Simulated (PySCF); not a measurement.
Input file for PySCF: R-HF/3-21G on SiH2 (SMILES [SiH2]), a point of a bond scan (R = 4.113 Å).

```python
from pyscf import gto, scf, dft, mp
from pyscf.data.elements import chemcore

mol = gto.M(
    atom='''
    Si    0.01417596   -0.00086442    0.13209978
    H    -0.32724420   -2.92797068   -2.73675217
    H    -0.08618752    1.09707968   -0.91895895
    ''',
    basis='3-21g',
    charge=0, spin=0, verbose=3, max_memory=1800)
mf = scf.RHF(mol)
mf.conv_tol = 1e-8
mf.max_cycle = 100
mf.kernel()
if not mf.converged:
    mf = mf.newton().run(mf.mo_coeff, mf.mo_occ)
```

It printed:

```
converged SCF energy = -288.266967483263
```

The calculation finished and met its thresholds.

Cost: about 0.19 core-seconds (a rough figure).
